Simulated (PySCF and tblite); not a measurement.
Values are calculated unless marked as measured or tabulated.
C₅H₁₀O, numbered as in [CH3:1][C:2](=[O:3])[CH:4]([CH3:5])[CH3:6].

Free energies: TPSS-D3(BJ)/def2-TZVP (IEF-PCM, chloroform) on GFN2-xTB structures plus GFN2-xTB thermal terms, symmetry and mirror images included. Conformers within 3 kcal/mol (GFN2-xTB free energy) were kept, 5 at most. GIAO shieldings: PBE0/pcSseg-1 (IEF-PCM, chloroform). Shifts are against TMS (¹H), TMS (¹³C) at the same level. (PySCF 2.14, tblite 0.8.)

Torsions listed: O3–C2–C4–C5. Of a mirror pair one member is shown.

```json
{"conformer": "1", "shape": "-86°", "symmetry": "C1 (pair)", "E(GFN2) kcal/mol": "0.00", "E(DFT) kcal/mol": "0.00"}
{"conformer": "2", "shape": "138°", "symmetry": "C1 (pair)", "E(GFN2) kcal/mol": "0.17", "E(DFT) kcal/mol": "0.30"}
```

Q: How much do the weights at 298.15 K and the averaged shift of C1 depend on how the conformers are weighted?

A: 
```tsv
weighting	1 (%)	2 (%)	δ (ppm)	rms dipole (D)
DFT energy with thermal terms, symmetry and mirror images (full scheme)	76	24	31.7	3.47
DFT energy with symmetry and mirror images	63	37	30.8	3.49
bare DFT energy	63	37	30.8	3.49
GFN2-xTB energy with symmetry and mirror images	57	43	30.5	3.50
GFN2-xTB free energy	72	28	31.4	3.48
leading conformer alone	100	0	33.3	3.44
equal weights	50	50	30.0	3.50
full scheme, search stopped after three starts	100	0	33.3	3.44
```

The largest departure from the full scheme, 1.7 ppm, comes with: equal weights.
